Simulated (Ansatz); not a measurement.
Consider the substitution at a C–O bond: `O=CC(O)F` + H₂S → `O=CC(F)S` + H₂O.

Calculated with Ansatz (gas phase, PBE0-D4/def2-TZVP geometries, no zero-point term in ΔE). CBS: MP2 limit from def2 TZ/QZ plus the TZ coupled-cluster correction, frozen cores. This one scheme is used for every species. DFT in def2-TZVPP. HSE06 is defined as in plane-wave codes. Each species was taken in one conformer, which may not be the lowest.

| level | ΔE (eV) |
| --- | --- |
| BLYP-D4 | 0.09 |
| B97M-V | 0.15 |
| HSE06-D4 | 0.11 |
| r2SCAN | 0.14 |
| HF/def2-SVP | 0.51 |
| SCS-MP2/def2-TZVPP | 0.10 |
| HF/CBS(def2) | 0.30 |
| MP2/CBS(def2) | -0.03 |

(1) What does CCSD(T)/CBS give? (An estimate is asked.)

Largest T1 diagnostic among the species: 0.014.

Answers

(1) Ansatz gave: +0.05 eV. The listed levels differ from it by 0.04, 0.10, 0.06, 0.09, 0.46, 0.05, 0.25, -0.08 eV.

At CCSD(T), def2-SVP lies +0.31 eV from the extrapolated value and def2-TZVPP +0.08 eV. In def2-TZVPP, CCSD(T) changes the Hartree–Fock value by −0.17 eV (the triples alone add −0.03 eV) and MP2 by −0.25 eV. The D4 term adds −0.06 eV with B3LYP and −0.03 eV with PBE0; it sums over pairs of atoms, weighted by their polarisabilities, and B3LYP, whose exchange is more repulsive, gets the larger term.

B3LYP here is the variant with VWN-RPA as its local correlation; programs differ in this.
